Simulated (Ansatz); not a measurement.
bcc Rb, treated with PBE (PAW; Ansatz, a program for electronic structure).

Run with plane-wave cutoff 520 eV, 16×16×16 k mesh, Fermi–Dirac smearing 0.067 eV (set by the program), scalar-relativistic PAW data made under PBE.

Computed at the level's own relaxed cell.

Hill averages of the elastic tensor: K = 2.8 GPa, G = 0.9 GPa. Volume 91.115 Å³/atom, mean atomic mass 85.468 u.

**Question.** Work out the density, the sound velocities of a polycrystal and the elastic Debye temperature at this level.

**Answer.** ρ = 1.66054 × 85.468/91.115 = 1.558 g/cm³. v_l = √[(K + 4G/3)/ρ] = 1.602 km/s and v_t = √(G/ρ) = 0.760 km/s. The mean follows from 3/v_m³ = 1/v_l³ + 2/v_t³: v_m = 0.855 km/s. Θ_D = (ħ/k_B) v_m (6π²/V)^(1/3) = 76.38 K Å s/km × 0.855 × 0.8662 Å⁻¹ = 57 K, counting all atoms of the cell.
